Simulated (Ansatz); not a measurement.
## H3PO (SMILES O=[PH3]): methods side by side

H3PO: 5 atoms, total charge 0, spin state singlet. SMILES: `O=[PH3]`. The shape is that of a GFN2-xTB optimisation.

Quantity: the vertical energy of the triplet above the singlet, in eV. The values are calculated.

```tsv
level	kind	program	value (eV)	less FCI/STO-3G
BLYP/STO-3G	GGA	Ansatz	8.16	-0.21
revPBE/STO-3G	GGA	Ansatz	8.26	-0.11
B3LYP/STO-3G	global hybrid	Ansatz	8.20	-0.17
CAM-B3LYP/STO-3G	range-separated hybrid	Ansatz	8.24	-0.13
HSE06/STO-3G	range-separated hybrid	Ansatz	8.27	-0.10
wB97X/STO-3G	range-separated hybrid	Ansatz	8.38	+0.01
CCSD(T)/STO-3G	coupled cluster or CI	Ansatz	8.41	+0.04
CCSD/STO-3G	coupled cluster or CI	Ansatz	8.31	-0.06
FCI/STO-3G	exact in the basis	Ansatz	8.37	0.00
```

FCI/STO-3G is exact within its basis and frozen core, so for wave-function methods in that basis the difference is their error; functionals converge differently with the basis, so for them it is only a difference. The values span 8.16 to 8.41 eV. All rows use very small basis sets, so none should be taken for the real molecule's value.
